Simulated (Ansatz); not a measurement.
## Corundum Cr2O3

Computed with r²SCAN in Ansatz (plane waves, PAW).

Numerical settings: plane-wave cutoff 560 eV, 8×8×8 k mesh, Fermi–Dirac smearing 0.01 eV, spin-polarised with opposed moments, scalar-relativistic PAW data made under PBE.

Cell: measured lattice: a = b = 4.9500 Å, c = 13.5800 Å, α = β = 90.00°, γ = 120.00°.

```
Property                                                     Result
-----------------------------------------------  ------------------
band gap                                         2.57 eV (indirect)
smallest direct gap on the k points sampled                 2.61 eV
direct gap at Γ                                             2.87 eV
magnetic moment (largest site, within a sphere)             2.34 μB
```

Measured, for comparison: band gap 3.3 ± 0.1 eV (temperature not stated, no zero-point or thermal correction, middle of the range; as tabulated in Medasani et al. (2019), arXiv:1904.04625). Computed (rounded) less measured: band gap -0.73 eV.

Note: cell and atoms aren't relaxed at this level (largest force component 0.39 eV/Å); without U or exact exchange, gaps and moments of open d shells tend to come out too small.

Moments are spin moments.

Static lattice: no zero-point or thermal effects.

It cost roughly 3 core-minutes of CPU time.

Ansatz is a quantum-chemistry and plane-wave program.
